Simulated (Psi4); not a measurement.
**C3HP (SMILES C#CC#P): UCCSD/cc-pV(D+d)Z (density fitting, density fitting for correlation, qc module occ)**

Aim: the vertical electron affinity of C3HP at UCCSD/cc-pV(D+d)Z (density fitting, density fitting for correlation, qc module occ), from 2 runs. 

Program for the calculation: Psi4 1.11.

3 further runs of the same task are left out: 1 that didn't finish, 2 set aside as unsound or not needed.

## Step 1: The molecule

C3HP: 5 atoms, total charge 0, spin state singlet. As SMILES, `C#CC#P`. Geometry: relaxed at GFN2-xTB.

Bond lengths: C1–C2 1.212 Å, C2–C3 1.340 Å, C3–P4 1.565 Å, C1–H5 1.049 Å. Angles: C1–C2–C3 179.8°, C2–C3–P4 179.8°, C2–C1–H5 179.1°.

## Step 2: A single-point energy at UCCSD/cc-pV(D+d)Z (density fitting, density fitting for correlation, qc module occ)

File run.py:

```python
import psi4

psi4.set_memory(1600000000)
psi4.set_num_threads(1)
psi4.core.set_output_file('run.log', False)

mol = psi4.geometry("""
0 1
C      0.178030     1.096660    -0.795450
C      0.021240     0.124130    -0.089430
C     -0.154790    -0.948700     0.693800
P     -0.355060    -2.201220     1.610070
H      0.310590     1.929140    -1.418980
""")

psi4.set_options({
    'basis': 'cc-pV(D+d)Z',
    'reference': 'uhf',
    'scf_type': 'df',
    'freeze_core': True,
    'cc_type': 'df',
    'qc_module': 'occ',
})

energy_value, wavefunction = psi4.energy('ccsd', return_wfn=True)
print(f'ccsd energy: {energy_value:.10f} Eh')
for k, v in sorted(psi4.core.scalar_variables().items()):
    print(f'{k:45s} {v:18.10f}')
```

Launch:

```
$ python run.py
```

run.log:

```text
[...]
  Running in c1 symmetry.
[...]
  Nuclear repulsion =  102.654797531846782
[...]
  Multiplicity = 1
[...]
  Nalpha       = 17
  Nbeta        = 17
[...]
    Number of basis functions: 70
[...]
   @DF-UHF iter   1:  -454.74575933888548   -9.61745e-01   4.37769e-03 DIIS/ADIIS
[...]
   @DF-UHF iter  12:  -454.81622958667236   -2.27374e-12   5.59566e-09 DIIS
[...]
   @S^2 Observed:               -6.394884622E-14
[...]
    Orbital Energies [Eh]
    ---------------------
    Alpha Occupied:
       1A    -79.964794     2A    -11.295775     3A    -11.275420
       4A    -11.270635     5A     -7.507158     6A     -5.399719
       7A     -5.398750     8A     -5.398750     9A     -1.088723
      10A     -0.975187    11A     -0.827355    12A     -0.726726
      13A     -0.505202    14A     -0.483537    15A     -0.483536
      16A     -0.343179    17A     -0.343175
    Alpha Virtual:
      18A      0.047036    19A      0.047046    20A      0.189144
      21A      0.234146    22A      0.265753    23A      0.265764
      24A      0.413969    25A      0.501251    26A      0.541288
[...]
  @DF-UHF Final Energy:  -454.81622958667236
   => Energetics <=
    Nuclear Repulsion Energy =            102.6547975318467820
    One-Electron Energy =                -828.3668141425112026
    Two-Electron Energy =                 270.8957870239921135
    Total Energy =                       -454.8162295866723639
  UHF NO Occupations:
  HONO-2 :   15  A 2.0000000
  HONO-1 :   16  A 2.0000000
[...]
 Multipole Moments:
 ------------------------------------------------------------------------------------
     Multipole            Electronic (a.u.)      Nuclear  (a.u.)        Total (a.u.)
 ------------------------------------------------------------------------------------
 L = 1.  Multiply by 2.5417464519 to convert [e a0] to [Debye]
 Dipole X            :         -0.5769825            0.6204471            0.0434646
 Dipole Y            :         -3.5823682            3.8499056            0.2675374
 Dipole Z            :          2.6227342           -2.8234402           -0.2007060
 Magnitude           :                                                    0.3372660
[...]
	DF-SCS-MP2 Total Energy (a.u.)     :  -455.29490986338533
	DF-SOS-MP2 Total Energy (a.u.)     :  -455.28670164795074
	DF-SCS(N)-MP2 Total Energy (a.u.)  :  -455.05065300136295
[...]
	DF-MP2 Total Energy (a.u.)         :  -455.31132629425440
[...]
	DF-CCSD Total Energy (a.u.)        :  -455.32629061469402
[...]
```

On the terminal:

```text
ccsd energy: -455.3262906147 Eh
CCSD CORRELATION ENERGY                            -0.5100610280
CCSD DOUBLES ENERGY                                -0.5100610280
CCSD SINGLES ENERGY                                 0.0000000000
CCSD TOTAL ENERGY                                -455.3262906147
CURRENT CORRELATION ENERGY                         -0.5100610280
CURRENT ENERGY                                   -455.3262906147
CURRENT REFERENCE ENERGY                         -454.8162295867
DD SOLVATION ENERGY                                 0.0000000000
HF KINETIC ENERGY                                 454.6713537741
HF POTENTIAL ENERGY                              -909.4875833607
HF TOTAL ENERGY                                  -454.8162295867
HF VIRIAL RATIO                                     2.0003186385
MP2 CORRELATION ENERGY                             -0.4950967076
MP2 DOUBLES ENERGY                                 -0.4950967076
MP2 OPPOSITE-SPIN CORRELATION ENERGY               -0.3619015856
MP2 SAME-SPIN CORRELATION ENERGY                   -0.1331951220
MP2 SINGLES ENERGY                                  0.0000000000
MP2 TOTAL ENERGY                                 -455.3113262943
NUCLEAR REPULSION ENERGY                          102.6547975318
ONE-ELECTRON ENERGY                              -828.3668141425
PCM POLARIZATION ENERGY                             0.0000000000
PE ENERGY                                           0.0000000000
SCF ITERATION ENERGY                             -454.8162295867
SCF ITERATIONS                                     12.0000000000
SCF TOTAL ENERGY                                 -454.8162295867
SCS(N)-MP2 CORRELATION ENERGY                      -0.2344234147
SCS(N)-MP2 TOTAL ENERGY                          -455.0506530014
SCS-MP2 CORRELATION ENERGY                         -0.4786802767
SCS-MP2 TOTAL ENERGY                             -455.2949098634
SOS-MP2 CORRELATION ENERGY                         -0.4704720613
SOS-MP2 TOTAL ENERGY                             -455.2867016480
TWO-ELECTRON ENERGY                               270.8957870240
```

It took 8.4 s on 1 thread of Intel Xeon 6975P-C (Granite Rapids), shared host; peak memory 0.27 GiB.

## Step 3: The doublet anion, same level

File input.dat:

```
memory 1.6 GB

molecule {
  -1 2
  C      0.33642794     2.07238705    -1.50318265
  C      0.04013778     0.23457170    -0.16899821
  C     -0.29251071    -1.79278317     1.31109199
  P     -0.67096616    -4.15970294     3.04259134
  H      0.58693004     3.64554626    -2.68148358
  units bohr
}

set basis cc-pV(D+d)Z
set reference uhf
set scf_type df
set freeze_core true
set cc_type df
set qc_module occ

result, w = energy("ccsd", return_wfn=True)
```

Launch:

```
$ psi4 input.dat output.dat -n 1
```

output.dat:

```text
[...]
  Running in c1 symmetry.
[...]
  Nuclear repulsion =  102.654797569829100
[...]
  Multiplicity = 2
[...]
  Nalpha       = 18
  Nbeta        = 17
[...]
    Number of basis functions: 70
[...]
   @DF-UHF iter   1:  -454.66857780878667   -8.84563e-01   5.85145e-03 ADIIS/DIIS
[...]
   @DF-UHF iter  26:  -454.79826843871638   -2.21689e-12   9.22930e-09 DIIS
[...]
   @S^2 Observed:                8.253301787E-01
[...]
    Orbital Energies [Eh]
    ---------------------
    Alpha Occupied:
       1A    -79.698512     2A    -11.056420     3A    -11.036744
       4A    -11.027505     5A     -7.242412     6A     -5.139311
       7A     -5.136022     8A     -5.134997     9A     -0.864151
      10A     -0.747950    11A     -0.600107    12A     -0.512206
      13A     -0.294900    14A     -0.281647    15A     -0.253290
      16A     -0.171078    17A     -0.117503    18A     -0.011327
    Alpha Virtual:
      19A      0.267552    20A      0.335939    21A      0.437443
      22A      0.454011    23A      0.482412    24A      0.626958
      25A      0.698924    26A      0.764079    27A      0.804435
[...]
  @DF-UHF Final Energy:  -454.79826843871638
   => Energetics <=
    Nuclear Repulsion Energy =            102.6547975698290998
    One-Electron Energy =                -836.5240712838988202
    Two-Electron Energy =                 279.0710052753534001
    Total Energy =                       -454.7982684387163772
  UHF NO Occupations:
  HONO-2 :   16  A 1.9904311
  HONO-1 :   17  A 1.9777632
[...]
 Multipole Moments:
 ------------------------------------------------------------------------------------
     Multipole            Electronic (a.u.)      Nuclear  (a.u.)        Total (a.u.)
 ------------------------------------------------------------------------------------
 L = 1.  Multiply by 2.5417464519 to convert [e a0] to [Debye]
 Dipole X            :         -0.5534550            0.6204471            0.0669920
 Dipole Y            :         -3.4331956            3.8499056            0.4167100
 Dipole Z            :          2.5094462           -2.8234402           -0.3139940
 Magnitude           :                                                    0.5260488
[...]
	DF-SCS-MP2 Total Energy (a.u.)     :  -455.25964066167393
	DF-SOS-MP2 Total Energy (a.u.)     :  -455.25062877684246
	DF-SCS(N)-MP2 Total Energy (a.u.)  :  -455.02957908180406
[...]
	DF-MP2 Total Energy (a.u.)         :  -455.27766443133697
[...]
	DF-CCSD Total Energy (a.u.)        :  -455.30295131210119
[...]
```

Run time: 14 s. Hardware: 1 thread of Intel Xeon 6975P-C (Granite Rapids), shared host; peak memory 0.27 GiB.

## Step 4: Outcome

At UCCSD/cc-pV(D+d)Z (density fitting, density fitting for correlation, qc module occ), 8 core orbitals frozen:

```
                                                                 quantity          value
                                               singlet C3HP: total energy  -455.32629 Eh
                        singlet C3HP: HOMO energy (Hartree–Fock orbitals)       -9.34 eV
                        singlet C3HP: LUMO energy (Hartree–Fock orbitals)        1.28 eV
                      singlet C3HP: HOMO–LUMO gap (Hartree–Fock orbitals)       10.62 eV
                singlet C3HP: correlation energy (8 core orbitals frozen)     -510.1 mEh
                                              doublet anion: total energy  -455.30295 Eh
doublet anion: HOMO energy (Hartree–Fock orbitals) (highest over α and β)       -0.31 eV
 doublet anion: LUMO energy (Hartree–Fock orbitals) (lowest over α and β)        7.28 eV
               doublet anion: correlation energy (8 core orbitals frozen)     -504.7 mEh
                         doublet anion: ⟨S²⟩ of the reference determinant          0.825
                        vertical electron affinity (to the doublet anion)      -0.635 eV
```

The anion lies 0.64 eV (14.6 kcal/mol) above the neutral: the electron isn't bound at this level, and such a value depends on the basis.
